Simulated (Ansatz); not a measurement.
Cartesian coordinates (Å):
```xyz
3

C     -0.0265     0.0005     0.0000
N      1.1195    -0.0228     0.0000
H     -1.0930     0.0222     0.0000
```
Charge 0, spin multiplicity 1.

Method: frozen-core CCSD(T)/cc-pVTZ // B3LYP-D3(BJ)/def2-TZVP (Ansatz, a first-principles code).

| Property | Result |
|---|---|
| HF energy | -92.90894 Ha |
| MP2 correlation energy | -0.34378 Ha |

**Question.** Estimate the CCSD correlation energy, the (T) correction, the total energy and the T1 diagnostic.

**Answer.** 
```yaml
CCSD correlation energy: -0.34821 Ha
"(T) correction": -0.01765 Ha
CCSD(T) total energy: -93.27480 Ha
T1 diagnostic: 0.014
```
